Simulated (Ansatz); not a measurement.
# Telling isomers of AlH3NSi apart by their spectra

These gas-phase data were calculated for one isomer of AlH3NSi at PBE0-D3(BJ)/def2-SVP (harmonic, unscaled wavenumbers; equilibrium rotational constants with average atomic masses):

| Item | Value |
| --- | --- |
| rotational constants | 103.9, 2.892, 2.871 GHz |
| all wavenumbers above 1500 cm⁻¹ | 2248, 2239, 1827 |

Candidates:

(1) `[AlH][N]=[SiH2]`, a doublet
(2) `[AlH][NH][SiH]`, a doublet

Problem. Which structure fits?

Solution. Candidate (1). No mode falls between 3250 and 3800 cm⁻¹, where the N–H stretch of (2) would stand.

The same quantities for all candidates:

|  | rotational constants (GHz) | wavenumbers above 1500 cm⁻¹ | E above the lowest, PBE0-D3(BJ)/def2-SVP (kcal/mol) |
| --- | --- | --- | --- |
| (1) | 103.9, 2.892, 2.871 | 2248, 2239, 1827 | 7.1 |
| (2) | 38.3, 3.456, 3.17 | 3557, 1987, 1828 | 0.0 |

Harmonic stretches to hydrogen usually lie a few per cent above observed fundamentals. Each candidate is one conformer. Open shells are spin-unrestricted. Programs: Ansatz 0.2.0.
